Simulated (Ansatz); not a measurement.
Start from Ge in the diamond structure (space group Fd-3m, No. 227; a = 5.676 Å).

Method: Kohn–Sham DFT with the PBEsol functional, run in Ansatz (an electronic-structure program) with PAW and 420 eV plane waves, no spin-orbit coupling.

Perturbation: every Ge is replaced by Sn, then cell and atoms are relaxed.

Measured lattice parameter a: Ge 5.644 Å (static lattice; corrected from measurement; as listed in Daniel Mejia-Rodriguez, S. B. Trickey, Phys. Rev. B (2018)); Sn 6.477 Å (static lattice; corrected from measurement; as listed in Daniel Mejia-Rodriguez, S. B. Trickey, Phys. Rev. B (2018)).

**Question.** How well does PBEsol reproduce the measured shift?

**Answer.** With PBEsol the lattice parameter a moves by +0.864 Å (5.676 → 6.540) against +0.833 Å measured.

Whether these cells are dynamically stable was not tested.
